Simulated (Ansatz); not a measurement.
**Si₂P+ (triplet): wave-function methods side by side, def2-TZVPP**

One table from this session's results is given with a row withheld; the runs are named, their logs left out.

Computed with Ansatz 0.2.0, Gaussian basis. Level: def2-TZVPP, core rule «outside noble gas», up to 15 orbitals frozen.

To be run: UHF; ROHF; CCSD(T) on UHF.

## The system

The geometry is a PBE0/def2-TZVP stationary point (not a proven minimum) of the parent state, kept for this charge and spin.

3 atoms, charge 1, spin multiplicity 3.

Atoms are counted from 1 here; the program's logs count them from 0.

Bond lengths: Si1–P2 2.159 Å, P2–Si3 2.159 Å. Angles: Si1–P2–Si3 180.0°.

Geometry (Å):

```csv
atom,x (Å),y (Å),z (Å)
Si1,0.0000,0.0000,2.1595
P2,0.0000,0.0000,0.0000
Si3,0.0000,0.0000,-2.1595
```

The first run:

The input, in.yaml:

```yaml
crystal:
  periodic: [false, false, false]
  atoms:
    - {symbol: Si, position_ang: [0.000000, 0.000000, 2.159500]}
    - {symbol: P, position_ang: [0.000000, 0.000000, 0.000000]}
    - {symbol: Si, position_ang: [0.000000, 0.000000, -2.159500]}
basis:
  gaussian: {orbitals: def2-TZVPP}
total_charge: 1
magnetization: {spin_polarized: true, initial_magnetization: 2}
hamiltonian: {xc: hf}
output: {orbitals: {seedname: orbitals}}
```

The run is started by

```sh
$ ansatz run in.yaml --threads 1 --pin off --events-out ev --progress --plain --max-ram 4096MiB --backend cpu
```

Steps of the session up to this table: UHF; ROHF; CCSD(T) on UHF.

One of the session's tables, all rows but one given; the rest of the session is left out.

| method | from UCCSD(T) (meV) |
| --- | --- |
| ROHF | +9328.0 |
| UHF | ? |
| UMP2 | +1715.7 |
| UCCSD | +597.4 |
| UCCSD(T) | 0 |

Estimate the missing values for UHF.

The run gave: from UCCSD(T) (meV): +9123.2. In the column «from UCCSD(T) (meV)» it lies between UMP2 (+1715.7) and ROHF (+9328.0).
